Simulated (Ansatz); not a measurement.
```yaml
crystal:
  periodic: [false, false, false]
  atoms:
    - {symbol: Se, position_ang: [0.000000, 0.000000, 0.000000]}
    - {symbol: Be, position_ang: [0.000000, 0.000000, 2.046000]}
basis:
  gaussian: {orbitals: def2-TZVP}
total_charge: 1
magnetization: {spin_polarized: true, initial_magnetization: 3}
hamiltonian: {xc: pbe0}
relax: {f_tol: 0.004, max_steps: 80}
```

```sh
$ ansatz run in.yaml --threads 1 --pin off --events-out ev --progress --plain --max-ram 2176MiB
```

Steps of the relaxation (energy above the last step; positions in Å, forces in eV/Å):

```
2
step 1, 302.8 meV
Se    0.000    0.000    0.000    0.000    0.000   -2.509
Be    0.000    0.000    2.046    0.000    0.000    2.509
```

```
2
step 2, 60.5 meV
Se    0.000    0.000   -0.074    0.000    0.000   -0.912
Be    0.000    0.000    2.120    0.000    0.000    0.912
```

```
2
step 3, 1.5 meV
Se    0.000    0.000   -0.135    0.000    0.000   -0.121
Be    0.000    0.000    2.181    0.000    0.000    0.121
```

```
2
step 5, 0.0 meV
Se    0.000    0.000   -0.147    0.000    0.000    0.000
Be    0.000    0.000    2.193    0.000    0.000    0.000
```

Close pairs at the end: Se1–Be2 2.340 Å.

A stationary point of unrestricted PBE0 after 5 steps, with ⟨S²⟩ = 3.756 against 3.75 for a pure state. 7 s on 1 thread of Intel Xeon 6975P-C, shared host.
